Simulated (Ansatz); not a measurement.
Input (CCSDT(Q)/cc-pV(T+d)Z; Ansatz, an electronic-structure program): A basis named .json is the Basis Set Exchange file of that set.

Ansatz 0.2 input:
```yaml
crystal:
  periodic: [false, false, false]
  atoms:
    - {symbol: F, position_ang: [-0.00000000, -0.00000000, -1.00770435]}
    - {symbol: Cl, position_ang: [0.00000000, 0.00000000, 0.53349054]}
basis:
  gaussian:
    orbitals: cc-pV_T+d_Z.json
total_charge: 1
magnetization: {spin_polarized: true, initial_magnetization: 1}
correlation: {method: ccsdt_q, electrons: outside_noble_gas}
```

Output:

```
Functional definition: HF
integrals: 0.09 GiB planned
808 factors; integrals over basis functions are off by at most 1.7e-7 eV
mean field: 0.19 GiB planned
mean field evaluation 1: about -15192.7568 eV, gradient 3.5e1 eV
mean field evaluation 2: about -15192.8522 eV, gradient 3.5e1 eV
mean field evaluation 4: about -15196.7077 eV, gradient 2.4e0 eV
mean field evaluation 8: about -15196.7777 eV, gradient 5.1e-1 eV
mean field evaluation 16: about -15196.7870 eV, gradient 1.7e-6 eV
mean field evaluation 32: about -15196.7870 eV, gradient 1.5e-2 eV
mean field evaluation 64: about -15196.7870 eV, gradient 4.4e-3 eV
mean field evaluation 96: about -15192.3384 eV, gradient 1.1e0 eV
mean field evaluation 128: about -15192.3840 eV, gradient 4.3e-3 eV
mean field evaluation 160: about -15196.7870 eV, gradient 2.4e-2 eV
mean field -15196.78699941 eV, -558.4716214761 hartree, gradient 2.1e-6 eV, S^2 0.764011; 1 other end points of the search recorded, 0 dependent functions left out
6 core orbitals not correlated
reference -15196.78699941 eV, -558.4716214761 hartree; 7, 6 occupied and 56, 57 virtual orbitals, 808 factors
second order -11.31240240 eV of doubles, -0.00000000 eV of singles
coupled cluster: 1.79 GiB planned
cycle   1  -11.39595963 eV  change   -8.4e-2 eV  update   1.1e-1
cycle   2  -11.96867036 eV  change   -5.7e-1 eV  update   6.2e-2
cycle   3  -12.41043024 eV  change   -4.4e-1 eV  update   3.3e-2
cycle   4  -12.39323662 eV  change    1.7e-2 eV  update   1.6e-2
cycle   5  -12.35963494 eV  change    3.4e-2 eV  update   1.2e-2
cycle   6  -12.38341612 eV  change   -2.4e-2 eV  update   4.5e-3
cycle   7  -12.39500620 eV  change   -1.2e-2 eV  update   2.3e-3
cycle   8  -12.39079680 eV  change    4.2e-3 eV  update   6.8e-4
cycle   9  -12.38984787 eV  change    9.5e-4 eV  update   3.5e-4
cycle  10  -12.39030416 eV  change   -4.6e-4 eV  update   1.5e-4
cycle  11  -12.39005316 eV  change    2.5e-4 eV  update   8.1e-5
cycle  12  -12.39016346 eV  change   -1.1e-4 eV  update   4.3e-5
cycle  13  -12.39020988 eV  change   -4.6e-5 eV  update   2.1e-5
cycle  14  -12.39019905 eV  change    1.1e-5 eV  update   1.1e-5
cycle  15  -12.39019849 eV  change    5.5e-7 eV  update   5.8e-6
cycle  16  -12.39020544 eV  change   -6.9e-6 eV  update   3.2e-6
cycle  17  -12.39020526 eV  change    1.8e-7 eV  update   1.6e-6
cycle  18  -12.39020398 eV  change    1.3e-6 eV  update   7.2e-7
cycle  19  -12.39020386 eV  change    1.2e-7 eV  update   3.3e-7
perturbative correction -0.03135230 eV, -0.0011521759 hartree
Total energy: -15209.20855557 eV, -558.9281052455 hartree
```
